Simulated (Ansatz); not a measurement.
**MgSiH3 radical (SMILES [MgH][SiH2]): single points off equilibrium**

A test off equilibrium: a frame of a short trajectory is computed at several levels, and each is set against CCSD(T).

Program: Ansatz 0.2.0, Gaussian basis. Level of theory: single points in def2-TZVPP. These are calculated values, not measurements.

Cores are frozen in the correlated methods. The outer core shell of Li, Na, Mg and K is correlated. Orbitals are unrestricted.

## (1) The starting structure

SMILES `[MgH][SiH2]`, 5 atoms, charge 0, spin multiplicity 2.

Atoms are counted from 1 here; the program's logs count them from 0.

Bond lengths: Mg1–Si2 2.576 Å, Mg1–H3 1.600 Å, Si2–H4 1.582 Å, Si2–H5 1.358 Å. Angles: Si2–Mg1–H3 166.2°, Mg1–Si2–H4 114.3°, Mg1–Si2–H5 130.0°, H4–Si2–H5 114.0°.

Geometry (Å):

```xyz
5
charge 0, multiplicity 2
Mg    0.2061   -1.0453    1.1037
Si   -0.6602    1.0136   -0.1788
H     0.7651   -2.0762    2.1919
H    -1.9736    0.7515   -1.0199
H    -0.0339    2.1795   -0.4834
```

## (2) PBE-D4/def2-TZVPP

run/in.yaml reads:

```yaml
crystal:
  periodic: [false, false, false]
  atoms:
    - {symbol: Mg, position_ang: [0.206090, -1.045316, 1.103671]}
    - {symbol: Si, position_ang: [-0.660201, 1.013643, -0.178794]}
    - {symbol: H, position_ang: [0.765097, -2.076181, 2.191919]}
    - {symbol: H, position_ang: [-1.973598, 0.751491, -1.019922]}
    - {symbol: H, position_ang: [-0.033901, 2.179516, -0.483359]}
basis:
  gaussian: {orbitals: def2-TZVPP}
magnetization: {spin_polarized: true, initial_magnetization: 1}
hamiltonian: {xc: pbe, dispersion: d4}
output: {forces: true}
```

Started as:

```console
$ ansatz run in.yaml --threads 2 --pin off --events-out ev --progress --plain --max-ram 3481MiB
```

The program printed:

```text
Functional definition: PBE
  name "PBE"
  cite "Perdew, Burke & Ernzerhof, Phys. Rev. Lett. 77, 3865 (1996) doi:10.1103/PhysRevLett.77.3865"
  parent pbe
  parameter kappa = 0.804
  parameter beta = 0.06672455060314922
  exchange = pbe_x(kappa = kappa, mu = beta*pi^2/3)
  correlation = pbe_c(beta = beta)
753 factors; their error is unknown
mean field evaluation 1: about -13358.8274 eV, gradient 1.6e1 eV
mean field evaluation 2: about -13358.5338 eV, gradient 1.8e1 eV
mean field evaluation 4: about -13361.2950 eV, gradient 8.9e-1 eV
mean field evaluation 8: about -13361.2817 eV, gradient 1.7e-2 eV
mean field evaluation 16: about -13361.2817 eV, gradient 2.3e-5 eV
mean field -13361.28165410 eV, -491.0180441863 hartree, gradient 2.3e-5 eV, S^2 0.755648; 0 other end points of the search recorded, 0 dependent functions left out
the calculation of the forces begins
reference -13361.28170115 eV, -491.0180459152 hartree; 15, 14 occupied and 101, 102 virtual orbitals, 753 factors
Total energy: -13361.35792307 eV, -491.0208470192 hartree
Atom 0 at     0.206090    -1.045316     1.103671 Å, force    -0.399062     1.190940    -0.805871 eV/Å
Atom 1 at    -0.660201     1.013643    -0.178794 Å, force    -2.235908    -3.542395     0.534701 eV/Å
Atom 2 at     0.765097    -2.076181     2.191919 Å, force     0.391047    -0.870219     0.736498 eV/Å
Atom 3 at    -1.973598     0.751491    -1.019922 Å, force     0.913454     0.455759     0.421944 eV/Å
Atom 4 at    -0.033901     2.179516    -0.483359 Å, force     1.330469     2.765916    -0.887273 eV/Å
Dipole moment:     0.051185    -0.151564    -0.048024 e Å
```

Run time: 1.2 s. Hardware: 2 threads of AMD EPYC 7B13, shared host; peak memory 0.16 GiB.

## (3) r2SCAN-D4/def2-TZVPP

run/in.yaml: that of step 2 with these lines changed.

```diff
@@ -11,3 +11,3 @@
 magnetization: {spin_polarized: true, initial_magnetization: 1}
-hamiltonian: {xc: pbe, dispersion: d4}
+hamiltonian: {xc: r2scan, dispersion: d4}
 output: {forces: true}
```

Started as:

```console
$ ansatz run in.yaml --threads 2 --pin off --events-out ev --progress --plain --max-ram 3481MiB
```

The program printed, shortened:

```text
Functional definition: r2SCAN
  name "r2SCAN"
  cite "Furness, Kaplan, Ning, Perdew & Sun, J. Phys. Chem. Lett. 11, 8208 (2020) doi:10.1021/acs.jpclett.0c02405"
  cite "Furness, Kaplan, Ning, Perdew & Sun, J. Phys. Chem. Lett. 11, 9248 (2020) doi:10.1021/acs.jpclett.0c03077"
  parent r2scan
[...]
753 factors; their error is unknown
[...]
mean field -13367.44377051 eV, -491.2444977875 hartree, gradient 6.0e-5 eV, S^2 0.760919; 0 other end points of the search recorded, 0 dependent functions left out
[...]
reference -13367.44379006 eV, -491.2444985059 hartree; 15, 14 occupied and 101, 102 virtual orbitals, 753 factors
Total energy: -13367.46169594 eV, -491.2451565349 hartree
Atom 0 at     0.206090    -1.045316     1.103671 Å, force    -0.396772     1.200615    -0.778588 eV/Å
Atom 1 at    -0.660201     1.013643    -0.178794 Å, force    -2.273030    -3.485888     0.420732 eV/Å
Atom 2 at     0.765097    -2.076181     2.191919 Å, force     0.377041    -0.848642     0.702062 eV/Å
Atom 3 at    -1.973598     0.751491    -1.019922 Å, force     1.057043     0.504076     0.510928 eV/Å
Atom 4 at    -0.033901     2.179516    -0.483359 Å, force     1.235718     2.629839    -0.855134 eV/Å
Dipole moment:     0.054364    -0.165219    -0.052420 e Å
```

It took 2.9 s on 2 threads of AMD EPYC 7B13, shared host; peak memory 0.19 GiB.

## (4) PBE0-D4/def2-TZVPP

run/in.yaml: that of step 3 with these lines changed.

```diff
@@ -11,3 +11,3 @@
 magnetization: {spin_polarized: true, initial_magnetization: 1}
-hamiltonian: {xc: r2scan, dispersion: d4}
-output: {forces: true}
+hamiltonian: {xc: pbe0, dispersion: d4}
+output: {forces: true, orbitals: {seedname: orbitals}}
```

Started as:

```console
$ ansatz run in.yaml --threads 2 --pin off --events-out ev --progress --plain --max-ram 3481MiB
```

The program printed, shortened:

```text
Functional definition: PBE0
  name "PBE0"
  cite "Adamo & Barone, J. Chem. Phys. 110, 6158 (1999) doi:10.1063/1.478522"
[... 2 set-up lines as earlier in the session ...]
[...]
756 factors; their error is unknown
[...]
mean field -13362.65181165 eV, -491.0683965476 hartree, gradient 3.8e-5 eV, S^2 0.757400; 0 other end points of the search recorded, 0 dependent functions left out
[...]
reference -13362.65184722 eV, -491.0683978548 hartree; 15, 14 occupied and 101, 102 virtual orbitals, 756 factors
Total energy: -13362.71663125 eV, -491.0707786239 hartree
Atom 0 at     0.206090    -1.045316     1.103671 Å, force    -0.398887     1.221551    -0.790428 eV/Å
Atom 1 at    -0.660201     1.013643    -0.178794 Å, force    -2.300607    -3.534365     0.449924 eV/Å
Atom 2 at     0.765097    -2.076181     2.191919 Å, force     0.369670    -0.835132     0.688694 eV/Å
Atom 3 at    -1.973598     0.751491    -1.019922 Å, force     1.062787     0.495848     0.512345 eV/Å
Atom 4 at    -0.033901     2.179516    -0.483359 Å, force     1.267037     2.652097    -0.860535 eV/Å
Dipole moment:     0.057252    -0.166631    -0.050711 e Å
```

It took 1.7 s on 2 threads of AMD EPYC 7B13, shared host; peak memory 0.23 GiB.

## (5) wB97M-V/def2-TZVPP

run/in.yaml: that of step 4 with these lines changed.

```diff
@@ -11,3 +11,3 @@
 magnetization: {spin_polarized: true, initial_magnetization: 1}
-hamiltonian: {xc: pbe0, dispersion: d4}
-output: {forces: true, orbitals: {seedname: orbitals}}
+hamiltonian: {xc: {name: wB97M-V}}
+output: {forces: true}
```

Started as:

```console
$ ansatz run in.yaml --threads 2 --pin off --events-out ev --progress --plain --max-ram 3481MiB
```

The program printed, shortened:

```text
Functional definition: wB97M-V
  name "wB97M-V"
  cite "Mardirossian & Head-Gordon, J. Chem. Phys. 144, 214110 (2016) doi:10.1063/1.4952647"
  cite "Becke, J. Chem. Phys. 107, 8554 (1997) doi:10.1063/1.475007"
  cite "Vydrov & Van Voorhis, J. Chem. Phys. 133, 244103 (2010) doi:10.1063/1.3521275"
  # Of w^i u^j: cxij and so on, Table III.
[...]
  gx(w, u) = 1 - cx + cx01*u + cx10*w
  gss(w, u) = css00 + css04*u^4 + css10*w + css20*w^2 + css43*w^4*u^3
  gos(w, u) = cos00 + cos10*w + (cos20 + cos21*u)*w^2 + (cos60 + cos61*u)*w^6
[...]
      + integral(e_c_pw_mod_opposite_spin*gos(b97_w_opposite, b97_u_opposite)) + vv10(b, c)
756 factors; their error is unknown
190 factors; integrals over basis functions are off by at most 3.7e-5 eV
[...]
mean field -13367.60655160 eV, -491.2504798823 hartree, gradient 8.5e-5 eV, S^2 0.752684; 0 other end points of the search recorded, 0 dependent functions left out
[...]
reference -13367.60660565 eV, -491.2504818685 hartree; 15, 14 occupied and 101, 102 virtual orbitals, 756 factors
Total energy: -13367.60660565 eV, -491.2504818685 hartree
Atom 0 at     0.206090    -1.045316     1.103671 Å, force    -0.391884     1.213440    -0.754291 eV/Å
Atom 1 at    -0.660201     1.013643    -0.178794 Å, force    -2.283867    -3.457794     0.370781 eV/Å
Atom 2 at     0.765097    -2.076181     2.191919 Å, force     0.334304    -0.768138     0.617778 eV/Å
Atom 3 at    -1.973598     0.751491    -1.019922 Å, force     1.179175     0.527516     0.585769 eV/Å
Atom 4 at    -0.033901     2.179516    -0.483359 Å, force     1.162272     2.484976    -0.820037 eV/Å
Dipole moment:     0.068557    -0.177570    -0.035504 e Å
```

It took 6 s on 2 threads of AMD EPYC 7B13, shared host; peak memory 0.37 GiB.

## (6) CCSD(T)/def2-TZVPP

run/in.yaml: that of step 5 with these lines changed.

```diff
@@ -11,3 +11,4 @@
 magnetization: {spin_polarized: true, initial_magnetization: 1}
-hamiltonian: {xc: {name: wB97M-V}}
+correlation: {method: ccsd_t}
+scf: {omitted_lower_state_checks: [cluster_reference]}
 output: {forces: true}
```

Started as:

```console
$ ansatz run in.yaml --threads 2 --pin off --events-out ev --progress --plain --max-ram 3481MiB
```

The program printed, shortened:

```text
Functional definition: HF
  name "HF"
  cite "Fock, Z. Phys. 61, 126 (1930) doi:10.1007/BF01340294"
[... 1 set-up line as earlier in the session ...]
[...]
744 factors; integrals over basis functions are off by at most 1.2e-3 eV
[...]
mean field -13339.79285935 eV, -490.2283455446 hartree, gradient 1.5e-6 eV, S^2 0.770534; 0 other end points of the search recorded, 0 dependent functions left out
6 core orbitals not correlated: weight in the atoms' cores, before any rotation towards them, 1.000 or more for the frozen orbitals, at most 0.000 for the correlated occupied ones
reference -13339.79285935 eV, -490.2283455446 hartree; 9, 8 occupied and 101, 102 virtual orbitals, 744 factors
second order -8.51906573 eV of doubles, -0.00000000 eV of singles
cycle   1  -9.26594317 eV  change   -7.5e-1 eV  update   7.0e-2
[...]
cycle  14  -9.57034005 eV  change    1.4e-6 eV  update   1.1e-6
perturbative correction -0.19180776 eV, -0.0070488050 hartree
[...]
working
Total energy: -13349.55500715 eV, -490.5870978594 hartree
Atom 0 at     0.206090    -1.045316     1.103671 Å, force    -0.369808     1.167643    -0.708866 eV/Å
Atom 1 at    -0.660201     1.013643    -0.178794 Å, force    -2.289888    -3.502406     0.418133 eV/Å
Atom 2 at     0.765097    -2.076181     2.191919 Å, force     0.337140    -0.776963     0.612790 eV/Å
Atom 3 at    -1.973598     0.751491    -1.019922 Å, force     1.105988     0.518042     0.532776 eV/Å
Atom 4 at    -0.033901     2.179516    -0.483359 Å, force     1.216569     2.593684    -0.854833 eV/Å
Dipole moment:     0.070775    -0.193703    -0.042649 e Å
Checks for a lower state left out: cluster_reference
```

Run time: 83 s. Hardware: 2 threads of AMD EPYC 7B13, shared host; peak memory 1.7 GiB.

## (7) The levels compared

| method | RMS force component (eV/Å) | RMS error against CCSD(T) (eV/Å) | angle to CCSD(T) forces (°) | dipole (D) |
| --- | --- | --- | --- | --- |
| PBE-D4 | 1.482 | 0.101 | 3.7 | 0.80 |
| r2SCAN-D4 | 1.457 | 0.042 | 1.6 | 0.87 |
| PBE0-D4 | 1.474 | 0.046 | 1.5 | 0.88 |
| wB97M-V | 1.433 | 0.047 | 1.8 | 0.93 |
| CCSD(T) | 1.449 | reference | reference | 1.01 |

Energy less the free neutral atoms in their ground states at the same level (atoms from separate runs):

Differences are taken before rounding.

| method | rung | energy less atoms (eV) | from CCSD(T) (eV) |
| --- | --- | --- | --- |
| PBE-D4 | GGA | -9.691 | -0.132 |
| r2SCAN-D4 | meta-GGA | -10.092 | -0.534 |
| PBE0-D4 | hybrid | -9.726 | -0.167 |
| wB97M-V | range-separated hybrid | -9.690 | -0.132 |
| Hartree-Fock | wavefunction | -7.386 | +2.172 |
| MP2 | wavefunction | -9.318 | +0.241 |
| CCSD | wavefunction | -9.491 | +0.068 |
| CCSD(T) | wavefunction | -9.559 | 0 |

Cost and force error (times from a shared host):

| method | time | RMS force error (eV/Å) |
| --- | --- | --- |
| PBE-D4 | 1.2 s | 0.101 |
| r2SCAN-D4 | 2.9 s | 0.042 |
| PBE0-D4 | 1.7 s | 0.046 |
| wB97M-V | 6 s | 0.047 |
| CCSD(T) | 83 s | 0 |

## (8) Outcome

| quantity | value |
| --- | --- |
| energy less free atoms, CCSD(T)/def2-TZVPP | -9.559 eV |
| RMS force component | 1.433 to 1.482 eV/Å over the methods |
| RMS force error | PBE-D4 0.101, r2SCAN-D4 0.042, PBE0-D4 0.046, wB97M-V 0.047 eV/Å |
| HOMO and LUMO, PBE0-D4 | -5.41 and -2.25 eV |
| T1 diagnostic | 0.012 |

What this shows: Against CCSD(T) the functionals' energies less atoms differ by -0.534 to -0.132 eV, PBE-D4 by -0.132 eV. A larger basis would deepen the CCSD(T) value, while the functionals are nearly converged already, so the order here is not reliable. The forces of r2SCAN-D4 come nearest to CCSD(T), those of PBE-D4 are farthest. Frozen-core CCSD(T) forces in triple zeta carry basis errors of their own, and this is one geometry, so small gaps rank nothing.
